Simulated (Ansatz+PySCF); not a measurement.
Results of a calculation; reference values are marked as such.
## Several solutions for singlet C2H2

```xyz
4

C     0.0000    0.0000   -0.6043
C     0.0000    0.0000    1.2085
H     0.0000    0.0000   -1.6792
H     0.0000    0.0000    2.2835
```

Basis set: STO-3G (spherical functions). Charge 0, multiplicity 1.

UHF was run from several starts with Ansatz (development build ahead of 0.2.0) and PySCF 2.14.0.

```json
{"run": "A", "program": "Ansatz", "start": "search for the lowest state", "converged": "yes", "energy (hartree)": "-75.67315", "<S²>": "2.18"}
{"run": "B", "program": "PySCF", "start": "program defaults", "converged": "yes", "energy (hartree)": "-75.39392", "<S²>": "0.00"}
{"run": "C", "program": "PySCF", "start": "guess minao, instabilities followed", "converged": "yes", "energy (hartree)": "-75.67315", "<S²>": "2.18"}
{"run": "D", "program": "Ansatz", "start": "atomic start, no search", "converged": "yes", "energy (hartree)": "-75.39392", "<S²>": "0.00"}
{"run": "E", "program": "PySCF", "start": "guess atom, instabilities followed", "converged": "yes", "energy (hartree)": "-75.67315", "<S²>": "2.18"}
{"run": "F", "program": "Ansatz", "start": "stability test followed", "converged": "yes", "energy (hartree)": "-75.67315", "<S²>": "2.18"}
{"run": "G", "program": "PySCF", "start": "guess huckel, instabilities followed", "converged": "yes", "energy (hartree)": "-75.67315", "<S²>": "2.18"}
{"run": "H", "program": "PySCF", "start": "guess 1e, instabilities followed", "converged": "yes", "energy (hartree)": "-75.67315", "<S²>": "2.18"}
```

**Question.** Which runs reached the lowest solution of this kind, and what is wrong with the others?

**Answer.** A, C, E, F, G, H reached the lowest solution found. Converged but too high: B by 7.60 eV, D by 7.60 eV. Convergence only shows a stationary point, and even a stable one can lie too high; stability tests and further starts are what find lower ones. Caution: the unrestricted determinant is a mixture of spin states. Caution: the determinant breaks the point group.
